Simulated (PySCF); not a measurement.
butadiene cation (C4H6), SMILES C(=C)C=C (connectivity only; charge and spin as stated), charge +1, multiplicity 2. Atoms are numbered in the order given.

```xyz
10

C      0.1055    -1.8684     0.0000
C     -0.4175    -0.5728     0.0000
C      0.4175     0.5728     0.0000
C     -0.1055     1.8684     0.0000
H      1.1955    -2.0435     0.0000
H     -0.5574    -2.7496     0.0000
H     -1.5134    -0.4348     0.0000
H      1.5134     0.4348     0.0000
H      0.5574     2.7496     0.0000
H     -1.1955     2.0435     0.0000
```
Charge +1, spin multiplicity 2.

Geometry: PBE-D3(BJ)/def2-SVP. The multiplicity is an assumed one; other spin states were not compared. Other conformers were not sampled.

The numbers are results of PBE/def2-TZVP (PySCF), not measurements.

ESP charges are fitted to the potential on shells at 1.4 to 2.0 van der Waals radii. Atomic charges (e):

```tsv
atom	Löwdin	ESP fit	meta-Löwdin	Mulliken spin
C1	0.07	-0.09	-0.03	0.46
C2	-0.07	0.03	-0.01	0.07
C3	-0.07	0.03	-0.01	0.07
C4	0.07	-0.09	-0.03	0.46
H5	0.16	0.19	0.18	-0.02
H6	0.16	0.21	0.19	-0.02
H7	0.18	0.16	0.17	0.00
H8	0.18	0.16	0.17	0.00
H9	0.16	0.21	0.19	-0.02
H10	0.16	0.19	0.18	-0.02
```

Problem. Give the Mayer and Wiberg (Löwdin basis) orders of the bonds. (An estimate is asked for; the answer gives what the named calculation found.)

Solution. 
```
bond    Mayer  Wiberg
------  -----  ------
C1–C2    1.46    1.75
C2–C3    1.32    1.53
C3–C4    1.46    1.75
C1–H5    0.94    0.88
C1–H6    0.93    0.89
C2–H7    0.92    0.81
C3–H8    0.92    0.81
C4–H9    0.93    0.89
C4–H10   0.94    0.88
```
